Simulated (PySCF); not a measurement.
Compound: i-BuOMe, C₅H₁₂O.
InChI=1S/C5H12O/c1-5(2)4-6-3/h5H,4H2,1-3H3

Torsions of this conformer, `[CH3:1][O:2][CH2:3][CH:4]([CH3:5])[CH3:6]`: C1–O2–C3–C4 -178°, O2–C3–C4–C5 61°.

The closed-shell ground state was solved at several levels (PySCF, density fitting, gas phase, non-relativistic). One conformer (not necessarily the lowest) at the PBE0-D3(BJ)/def2-TZVP geometry, without solvent, vibrations or thermal averaging.

```tsv
level	basis functions	total energy (Eh)	HOMO (eV)	LUMO (eV)	gap (eV)	dipole (D)
PBE0/pcSseg-2	384	-272.7471	-7.39	0.66	8.05	1.01
KT3/pcSseg-2	384	-277.2806	-6.01	-0.20	5.81	0.89
B97-2/pcSseg-2	384	-272.9765	-7.12	0.69	7.81	1.00
```

(1) What might wB97X-D/pcSseg-2 (384 basis functions) give for the same quantities?

(2) Over all these levels, which gives the widest orbital gap and which the narrowest?

(3) In the pcSseg-2 basis, how does the gap go with the fixed share of exact exchange?

(4) How far do the dipole and the HOMO energy spread over the levels?

Answers

(1) Total energy -272.9893 Eh, HOMO -9.31 eV, LUMO 2.32 eV, gap 11.63 eV, dipole 1.05 D.

(2) wB97X-D/pcSseg-2 (range-separated hybrid) has the widest, 11.63 eV, and KT3/pcSseg-2 (GGA) the narrowest, 5.81 eV. From the narrowest to the widest the HOMO moves by -3.30 eV and the LUMO by +2.52 eV.

(3) KT3 (0 %) 5.81 eV; B97-2 (21 %) 7.81 eV; PBE0 (25 %) 8.05 eV. Each rise in the share widens the gap here.

(4) The dipole runs from 0.89 to 1.05 D (mean 0.99 D) and the HOMO from -9.31 to -6.01 eV.

wB97X-D is run here without its empirical dispersion term; that term would change no orbital, density or response property at a fixed geometry.
